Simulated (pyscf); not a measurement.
Optimised with ωB97X-D3(BJ)/def2-SVP in PySCF. MP2 and CC: frozen core, UHF for open shells. ΔMP2 is the change of the MP2 total energy from the triple- to the quadruple-zeta basis.

### Question
H₃C–Cl (SMILES CCl) + F–C:–F (SMILES F[C]F) [singlet] -> F–CH(F)–CH₂–Cl (SMILES FC(F)CCl)
Surface: singlet. Broken: C–H. Formed: C–C, C–H. Give ΔE‡ and ΔE from CCSD(T)/def2-TZVPP + ΔMP2(QZVPP), relative to the separated reactants.

### Answer
ΔE‡ = 33.9 kcal/mol, ΔE = -59.2 kcal/mol. Zero-point energy shifts the barrier by +0.3 kcal/mol. It is an insertion, with an imaginary mode of 1411i cm⁻¹. F–CH(F)–CH₂–Cl lies 5.7 kcal/mol over its isomer H₃C–C(F)(F)–Cl, and others may lie lower still (electronic energy, ωB97M-D3(BJ)). One saddle was located; it need not be the lowest between these sides. The CCSD(T) − MP2 part came from Ansatz, without density fitting, on the same reference.
